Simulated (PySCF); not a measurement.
## How the method changes the constants of SiO⁺

State: ²Σ⁺ (doublet), unpaired electrons σ ↑. Set-up: Si 6-311G(d,p), O 6-311G(d,p); no relativity (PySCF 2.14). De refers to Si⁺ + O in their high-spin ground configurations, without counterpoise correction. The functionals are run spin-unrestricted. A positive dipole points towards O; it is taken about the centre of mass and depends on that origin. Levels whose curve was spin-contaminated or gave no clean fit are not listed.

| Level | Re (Å) | ωe (cm⁻¹) | De (eV) | μ (D) |
| --- | --- | --- | --- | --- |
| UHF-CCSD | 1.532 | 1154 | 3.82 | n/a |
| UHF-CCSD(T) | 1.537 | 1135 | 4.09 | n/a |
| PBE | 1.537 | 1140 | 5.17 | -4.31 |
| BP86 | 1.537 | 1136 | 5.14 | -4.32 |
| r²SCAN | 1.524 | 1169 | 4.84 | -4.47 |
| PBE0 | 1.524 | 1154 | 4.41 | -4.44 |
| B97-3 | 1.525 | 1154 | 4.44 | -4.49 |
| M06-2X | 1.519 | 1147 | 4.36 | -4.79 |
| LC-ωPBE | 1.515 | 1165 | 4.33 | -4.61 |

The bond length runs from 1.515 Å (LC-ωPBE) to 1.537 Å (BP86). De spans 3.82 eV (UHF-CCSD, coupled cluster) to 5.17 eV (PBE, GGA).

Correlated steps freeze 6 core orbitals. For an ion De counts to the pair picked by the measured ionisation energies or electron affinities, which need not be the lowest pair at this level. The CCSD T1 diagnostic is raised, a sign that a single reference may not be enough here. The state was picked by a PBE0 search and need not be the measured ground state.
